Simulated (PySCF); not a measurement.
**Gas-phase thermal properties of SiHCl3**

Computed with PySCF (xtb for GFN2) and rigid-rotor harmonic-oscillator thermochemistry at 1 bar. The comparison is the NASA 1993 polynomial table, which mixes measured and estimated data. 6-31G* has spherical d functions here. All species are closed-shell singlets. B3LYP is the form with VWN-RPA correlation. The harmonic model lacks anharmonicity and excited electronic states, which grow with temperature; levels with a mode under 35 cm⁻¹ are left out. The table's entry may be an old estimate for SiHCl3 (not checked at source).

```csv
level,point group,σ,ZPE (kJ/mol),S°298 (J/mol/K),Cp298 (J/mol/K),S°1000 (J/mol/K),H1000 − H298 (kJ/mol)
table,-,-,-,313.7,75.5,422.3,64.6
B3LYP/6-31G*,C3v,3,37.2,315.1,75.9,423.8,64.7
GFN2-xTB,C3v,3,33.2,322.7,80.9,434.8,66.3
HF/6-31G*,C3v,3,40.1,311.5,73.5,418.2,63.6
PBE/def2-SVP,C3v,3,36.0,316.5,76.6,425.9,65.0
PBE0/def2-TZVP,C3v,3,37.1,314.5,75.7,423.1,64.6
```
σ: rotational symmetry number. Electronic degeneracy used: 1. Frequencies are unscaled.
